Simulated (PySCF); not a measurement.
## Spin-rotation constants: `C1CC1`, C3H6

Molfile (atoms numbered from 1):
```
C3H6
     RDKit          3D

  9  9  0  0  0  0  0  0  0  0999 V2000
   -0.7568   -0.4625    0.0209 C   0  0  0  0  0  0  0  0  0  0  0  0
    0.7374   -0.4655    0.1407 C   0  0  0  0  0  0  0  0  0  0  0  0
    0.0118    0.8122   -0.1556 C   0  0  0  0  0  0  0  0  0  0  0  0
   -1.3489   -0.5874    0.9316 H   0  0  0  0  0  0  0  0  0  0  0  0
   -1.2055   -0.9224   -0.8640 H   0  0  0  0  0  0  0  0  0  0  0  0
    1.1763   -0.5927    1.1342 H   0  0  0  0  0  0  0  0  0  0  0  0
    1.3196   -0.9276   -0.6613 H   0  0  0  0  0  0  0  0  0  0  0  0
   -0.0500    1.5667    0.6335 H   0  0  0  0  0  0  0  0  0  0  0  0
    0.0934    1.2319   -1.1620 H   0  0  0  0  0  0  0  0  0  0  0  0
  1  2  1  0
  2  3  1  0
  3  1  1  0
  1  4  1  0
  1  5  1  0
  2  6  1  0
  2  7  1  0
  3  8  1  0
  3  9  1  0
M  END
```

Computed, not measured: GIAO B3LYP/pcseg-1 magnetisability, rotational g tensor and spin-rotation constants, non-relativistic, gas phase (PySCF 2.14.0). Geometry: PBE0-D3(BJ)/def2-SVP.

Q: Give the nuclear spin-rotation constants along the inertial axes (H = +C I·J) beside the isotropic shieldings.

A: Rotational constants 20.1981, 20.1957, 12.6673 GHz. A star marks the isotopologue with that one atom substituted, in its own axes.
| atom | isotope | Caa (kHz) | Cbb (kHz) | Ccc (kHz) | mean (kHz) | σ (ppm) |
| --- | --- | --- | --- | --- | --- | --- |
| H4 | 1H | -1.740 | -1.740 | -0.489 | -1.323 | 31.2 |
| H5 | 1H | -1.740 | -1.740 | -0.489 | -1.323 | 31.2 |
| H6 | 1H | -1.740 | -1.740 | -0.489 | -1.323 | 31.2 |
| H7 | 1H | -1.740 | -1.740 | -0.489 | -1.323 | 31.2 |
| H8 | 1H | -1.740 | -1.740 | -0.489 | -1.323 | 31.2 |
| H9 | 1H | -1.740 | -1.739 | -0.489 | -1.323 | 31.2 |
| C1 | 13C* | 3.452 | 2.204 | 0.587 | 2.081 | 190.0 |

Where two moments of inertia are equal or nearly so, the constants along those axes are given as their average.
For the geometry as given, no vibrational averaging.
